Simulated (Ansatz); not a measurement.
A run of Ansatz (development build ahead of 0.2.0) on singlet C3H6 at this shape:

```xyz
9

C     0.8697   -0.0020    0.0062
C    -0.4284    0.7507   -0.0091
C    -0.4287   -0.7578   -0.0089
H     1.4630    0.0091    0.9188
H    -0.7300    1.2543    0.9123
H    -0.7343   -1.2670    0.9219
H     1.4636   -0.0039   -0.9201
H    -0.7222    1.2679   -0.9119
H    -0.7304   -1.2669   -0.9273
```

Its results:

| Property | Result |
| --- | --- |
| Converged | yes |
| Total energy | -117.00593 hartree |
| Spin squared of the determinant | 0.000 |

Which input gives this output? Name the method, the orbitals and the basis set, and write the input.

RHF in 6-31G. An unrestricted run that stays on the closed shell gives the same numbers.

```yaml
crystal:
  periodic: [false, false, false]
  atoms:
    - { symbol: C, position_ang: [0.86965, -0.002, 0.00624] }
    - { symbol: C, position_ang: [-0.42838, 0.75067, -0.00913] }
    - { symbol: C, position_ang: [-0.42872, -0.75778, -0.00885] }
    - { symbol: H, position_ang: [1.46302, 0.00906, 0.91878] }
    - { symbol: H, position_ang: [-0.72996, 1.25428, 0.91226] }
    - { symbol: H, position_ang: [-0.73426, -1.26699, 0.92186] }
    - { symbol: H, position_ang: [1.46357, -0.00387, -0.92005] }
    - { symbol: H, position_ang: [-0.72218, 1.26794, -0.91186] }
    - { symbol: H, position_ang: [-0.73043, -1.26692, -0.9273] }
basis:
  gaussian: { orbitals: "6-31G" }
hamiltonian:
  xc: hf
```
